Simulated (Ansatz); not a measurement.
Fluorite CdF2 was calculated with r²SCANh (Ansatz, a program for electronic structure, plane waves, PAW).

Input:

Ansatz 0.2 input:
```yaml
crystal:
  lattice:
    - [0.0, 2.6418463574, 2.6418463574]
    - [2.6418463574, 0.0, 2.6418463574]
    - [2.6418463574, 2.6418463574, 0.0]
  atoms:
    - { symbol: Cd, position: [0.0, 0.0, 0.0] }
    - { symbol: F, position: [0.25, 0.25, 0.25] }
    - { symbol: F, position: [0.75, 0.75, 0.75] }
basis:
  ecutwfc: 520
  ecutrho_ratio: 4
  xc_grid: 3
kpoints:
  mp_grid: { grid: [8, 8, 8] }
hamiltonian:
  xc: r2scanh
  dispersion: none
  pseudopotentials: { kind: paw }
scf:
  occupations: { method: fermi_dirac, width: 0.01 }
  convergence: { dr2_threshold: 0.0000000003 }
output:
  forces: true
  stress: true
  eigenvalues: true
```

From the output:

```
WARN output.stress: scf.exx.energy_threshold = 1e-6 eV is looser than the 3e-8 eV advised for a stress under a hybrid functional (1e-8 eV for each atom of the …
Crystal: 3 atoms, lattice volume = 36.877 Å³
Basis set: ecut = 520 eV, 965 PW (Γ), exchange–correlation on 90×90×90 points (27 copies of the dense FFT grid, shifted against one another)
Bands: 21, of which v1, the nominal top of the filled ones, is band 17 counted from 1 (16 counted from 0)
Symmetry: 48 space group operations
Space group: Fm-3m (ITA 225), of the structure as read, at distance tolerance 3.3e-5 Å
k-points: 29 of 512
Functional: x = r2scan, c = r2scan; τ floored in thin density (d = 2e-4 eV/Å³), warm-up for x = 0.9 r2scan + 0.1 exact, c = r2scan; τ floored in thin density (d = 2e-4 eV/Å³)
SCF iter   1: F=—  HF=-9889.294940 eV  |F-HF|=—  |Δ(HF+E_count)|=         —  Δρ=1.10e-2  dr2=3.28e-2  dr2_τ=8.15e-2
SCF iter   2: F=—  HF=-9889.329267 eV  |F-HF|=—  |Δ(HF+E_count)|=   3.43e-2  Δρ=5.87e-3  dr2=3.54e-3  dr2_τ=1.46e-3
  ...
Crystal: 3 atoms, lattice volume = 36.877 Å³
Initial density: handed on by an earlier stage of this run
Functional: x = 0.9 r2scan + 0.1 exact, c = r2scan; τ floored in thin density (d = 2e-4 eV/Å³)
Crystal: 3 atoms, lattice volume = 36.877 Å³
SCF iter   5: F=—  HF=-9888.880799 eV  |F-HF|=—  |Δ(HF+E_count)|=   1.86e-8  Δρ=2.09e-6  dr2=1.02e-9  dr2_τ=2.65e-11
SCF iter   6: F=-9888.880799 eV  HF=-9888.880799 eV  |F-HF|=7.28e-12  |Δ(HF+E_count)|=  3.84e-10  Δρ=2.42e-7  dr2=1.19e-11  dr2_τ=4.76e-13
SCF 3 converged in 6 iterations: F = -9888.880799 eV  dr2 = 1.19e-11
Free energy (F): -9888.880799 eV
Internal energy: -9888.880799 eV  (E = F + TS)
E sigma→0 (E₀):  -9888.880799 eV
Fermi energy:    8.614895 eV
--- Forces (eV/Å), atoms counted from 1 ---
  atom   1  Cd    -0.00000000     0.00000000     0.00000000
  atom   2  F     -0.00000000     0.00000000     0.00000000
  atom   3  F      0.00000000    -0.00000000     0.00000000
--- Stress (GPa, compression-positive) ---
        6.761763       0.000000      -0.000000
       -0.000000       6.761763      -0.000000
       -0.000000      -0.000000       6.761763
  P = ⅓ Tr σ = 6.7618 GPa (67.618 kbar)
```

The cell is one volume of an energy–volume scan, off the minimum.

The PAW data were made under PBE.

The result took roughly 110 core-seconds.
